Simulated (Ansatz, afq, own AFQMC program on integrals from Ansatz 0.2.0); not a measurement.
Two steps: Ansatz 0.2.0 writes the Fock matrix and Cholesky factors of the valence space, and afq projects on them the lowest state that overlaps trial and start.

```yaml
crystal:
  periodic: [false, false, false]
  atoms:
    - {symbol: N, position_ang: [0.000000, -0.261049, 0.807870]}
    - {symbol: N, position_ang: [0.000000, 0.261049, -0.807870]}
    - {symbol: H, position_ang: [0.000000, 0.587872, 1.397098]}
    - {symbol: H, position_ang: [0.000000, -0.587872, -1.397098]}
basis:
  gaussian: {orbitals: cc-pVDZ}
magnetization: {spin_polarized: false}
correlation: {method: ccsd_t, electrons: outside_noble_gas, hamiltonian_folder: ham}
```

```sh
$ ansatz run in.yaml --threads 1 --pin off --events-out ev --progress --plain --max-ram 1382MiB
```

Options of the walk:

```
--method phaseless --trial cisd --walkers 60 --populations 1 --least-time 40 --time-step 0.005 --steps-per-block 50 --equilibration-blocks 40 --max-blocks 300 --target-error 0.00084 --factor-cut 1e-05 --seed 2040 --release-times 0.24,0.51,0.99,1.62,2.4 --release-step 0.03 --release-every 4 --taylor-order 6
```

Times are imaginary, in 1/Eh. The walk had a cap of 1258 s.

afq prints:

```
orbitals 36  electrons 6 6  factors 272 of 365
reference energy -109.83224505 Eh
CCSD correlation -0.41205481 Eh in 13 cycles, weight of the determinant in the CISD state 0.7998
energy of the start -110.244300 Eh
 block  time / (1/Eh)  mean weight  energy / Eh
     1     0.250  1.0003  -110.239181
     2     0.500  0.9988  -110.246152
     3     0.750  0.9973  -110.251451
     4     1.000  0.9958  -110.257684
     5     1.250  0.9995  -110.247942
     7     1.750  1.0018  -110.246156
     9     2.250  1.0008  -110.264540
    17     4.250  0.9981  -110.282671
    33     8.250  0.9983  -110.277684
    49    12.250  1.0005  -110.266444
    65    16.250  0.9981  -110.278558
    73    18.250  1.0004  -110.250816
    81    20.250  1.0010  -110.261032
    97    24.250  1.0007  -110.287299
   113    28.250  0.9998  -110.300265
   121    30.250  1.0017  -110.303849
   129    32.250  0.9995  -110.251783
   145    36.250  1.0007  -110.286203
   161    40.250  1.0015  -110.254528
   177    44.250  0.9987  -110.269033
   193    48.250  1.0011  -110.256480
   209    52.250  1.0012  -110.279291
   225    56.250  1.0035  -110.258991
   241    60.250  1.0021  -110.286827
   257    64.250  0.9990  -110.261785
   273    68.250  0.9968  -110.260341
   289    72.250  1.0015  -110.294372
   305    76.250  1.0031  -110.257279
   321    80.250  0.9992  -110.283610
   337    84.250  0.9953  -110.258666
blocks merged  error / Eh  count
     1  0.001113  300
     2  0.001390  150
     4  0.001708  75
     8  0.001733  37
    16  0.001858  18
    32  0.001776  9
released: time / (1/Eh)  energy / Eh  error  mean overlap
  0.24  -110.268142  0.001859  1.0012
  0.51  -110.271198  0.001899  0.9928
  0.99  -110.271978  0.001662  1.0009
  1.62  -110.270860  0.002150  1.0244
  2.40  -110.273955  0.002466  0.9817
energy -110.269329 +/- 0.001858 Eh
(rows thinned)
```

The run passed its tests (sampling time, drift between the halves within three errors, error under three times the target), which doesn't prove that it has relaxed.

Against this walk (error 50.6 meV) on the same determinant: CCSD(T) 45.2 meV lower (within the noise), CCSDT(Q) 164.2 meV lower. The error is statistical and leaves out the bias of the constraint. None of these is a sure reference here. Released to 2.40 1/Eh the energy moves by -126 ± 84 meV (both errors), within twice the noise.

Cautions: constraint bias not in the error; error above the target (50.6 against 22.9 meV); higher spins were not checked; restricted determinant unstable towards unrestricted (UHF 2.75 eV lower, ⟨S²⟩ 1.18); strong correlation (T1 0.022, weight of the determinant 0.80, largest double 0.30); (T) is large, 6 % of the CCSD correlation; (Q) is large, 151 meV, so the cluster series hasn't closed; CCSD(T) is in doubt: in a space of 8 electrons in 8 natural orbitals full CI lies 136 meV below it; the CCSDT(Q) amplitudes may be one of several solutions (largest double 0.36); the bias of populations of 60 walkers isn't removed.

The walk took 2.1 min on 1 thread of AMD EPYC 9R45 96-Core Processor (Zen 5) (shared host). The log's last line is the phaseless energy.

CCSDT and higher add their correlation energy to the determinant of the CCSD(T) run, since their own runs factorise the integrals more tightly (a shift of under 2 meV). A walk keeps the symmetry of its determinant, which the program's search chose and which needn't be the lowest solution, so a lower state of the same spin and another symmetry isn't excluded.
